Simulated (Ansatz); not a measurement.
# Al2O: the cost of one run

The runs use Ansatz 0.2.0, Gaussian basis; cc-pVTZ, core rule «outside noble gas», up to 11 orbitals frozen.

The runs, in order: UHF; CCSD(T) on ROHF; CCSD(T) on UHF; BCCD(T) on ROHF; CCSDT(Q) on ROHF; CCSDT(Q) on UHF.

3 further runs of the same task are left out: 2 for a known fault of the program, 1 set aside as unsound or not needed.

### Step 1. The system

The geometry is a PBE0/def2-TZVP stationary point (not a proven minimum) of the parent state, kept for this charge and spin.

3 atoms, charge 1, spin multiplicity 2.

Atoms are counted from 1 here; the program's logs count them from 0.

Bond lengths: Al1–O2 1.705 Å, O2–Al3 1.705 Å. Angles: Al1–O2–Al3 180.0°.

### Step 2. UHF

in.yaml reads:

```yaml
crystal:
  periodic: [false, false, false]
  atoms:
    - {symbol: Al, position_ang: [0.000000, 0.000000, 1.704700]}
    - {symbol: O, position_ang: [0.000000, 0.000000, 0.000000]}
    - {symbol: Al, position_ang: [0.000000, 0.000000, -1.704700]}
basis:
  gaussian: {orbitals: cc-pVTZ}
total_charge: 1
magnetization: {spin_polarized: true, initial_magnetization: 1}
hamiltonian: {xc: hf}
output: {orbitals: {seedname: orbitals}}
```

Started as:

```sh
$ ansatz run in.yaml --threads 1 --pin off --events-out ev --progress --plain --max-ram 4096MiB --backend cpu
```

**Question.** How long does this run take on 1 thread of AMD EPYC 7R13, shared host, and how much memory does it need?

About 6 s, with a peak of 0.27 GiB.
